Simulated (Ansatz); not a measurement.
## Two structures, one formula

Two relaxed structures of CH₃BN, doublet (PBE0-D4/def2-TZVP; forces vanish, vibrations not checked).

A:

B1  (-0.820, 0.231, -0.657)
N2  (1.409, -0.301, 0.696)
C3  (0.376, -0.071, 0.141)
H4  (-1.391, -0.675, -1.181)
H5  (-1.176, 1.367, -0.730)
H6  (1.584, -0.535, 1.666)
(Å)

B:

```xyz
6
angstrom
B 1.1232 -0.3282 0.9519
N 0.1879 -0.0557 0.1630
C -0.7937 0.2302 -0.6651
H -1.2947 -0.5634 -1.2077
H -1.1027 1.2598 -0.8058
H 1.9965 -0.5825 1.6882
```

Computed with Ansatz 0.2.0 (basis: def2-TZVPP); correlated methods freeze the cores; orbitals are unrestricted. B3LYP uses VWN-RPA correlation.

Which structure is lower at CCSD(T), and by how much? (An estimate is asked for; the value comes from the calculation.)

Computed: B, by 46.0 kJ/mol (electronic energy, against the other). By their contacts, A is CH₃BN ([BH2][C][NH]) and B is CH₃BN ([BH][N][CH2]).

All methods give the same order:

```
   method  E(B) − E(A) (kJ/mol)
   PBE-D4                 -41.2
r2SCAN-D4                 -46.2
  PBE0-D4                 -46.7
 B3LYP-D4                 -46.7
  wB97M-V                 -42.4
       HF                 -57.8
      MP2                 -42.4
     CCSD                 -48.4
  CCSD(T)                 -46.0
```

The T1 diagnostic stays at or below 0.024. ⟨S²⟩ of the unrestricted Hartree–Fock references: 0.76 to 0.83 (a pure state has 0.75). The unrestricted reference is spin-contaminated, which hurts MP2 most.

Labels in which every atom is bracketed show which atoms are joined, not bond orders.

For scale, one of the runs: CCSD(T)/def2-TZVPP, 135 basis functions, launched by `ansatz run in.yaml --threads 2 --pin off --events-out ev --progress --plain --max-ram 4352MiB`. Hardware: 2 CPU threads of an Arm Neoverse N1, shared host. Wall time 46 s; peak host memory 1.6 GiB.
